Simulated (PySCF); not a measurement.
Gas-phase reaction: 2 AlCl2 + AlH(CH3)2 + H + CHCl2 → 3 Al(CH3)Cl2

Method: PySCF energies plus ideal-gas RRHO corrections (1 bar). † marks an energy on the PBE0/def2-TZVP geometry and frequencies. MP2 and CCSD(T) freeze the core. Open shells (unrestricted): AlCl2 (multiplicity 2), H (multiplicity 2), CHCl2 (multiplicity 2); the rest are closed-shell singlets. Methyl groups turn as free rotors in AlH(CH3)2, Al(CH3)Cl2. AlH(CH3)2, CHCl2, Al(CH3)Cl2: computed as isolated molecules; such fragments, hydroxides, amides, oligomers or adducts are transient or little studied in the gas. MP2 isn't extrapolated to the basis-set limit; its ΔH°(298 K) is -1145.8 kJ in def2-SVP and -1151.8 kJ in def2-TZVPP. CCSD(T) isn't extrapolated to the basis-set limit; its ΔH°(298 K) is -1134.4 kJ in def2-SVP and -1141.0 kJ in def2-TZVPP. The harmonic model lacks anharmonicity and excited electronic states, which grow with temperature; levels with a mode under 35 cm⁻¹ are left out.

```csv
level,"ΔE electronic, kJ","ΔH°(298 K), kJ","ΔS°(298 K), J/K","ΔG°(2000 K), kJ"
CCSD(T)/def2-TZVPP†,-1183,-1141,-285,-565
MP2/def2-SVP†,-1187,-1146,-285,-569
MP2/def2-TZVPP†,-1193,-1152,-285,-575
PBE/def2-TZVP†,-1104,-1062,-285,-486
PBE0/def2-QZVP†,-1132,-1090,-285,-514
ωB97M-V/def2-TZVP†,-1196,-1155,-285,-578
ωB97X-V/def2-TZVP†,-1185,-1143,-285,-567
```
ΔH° is lowest at ωB97M-V/def2-TZVP† and highest at PBE/def2-TZVP†. No reference value is set beside these.
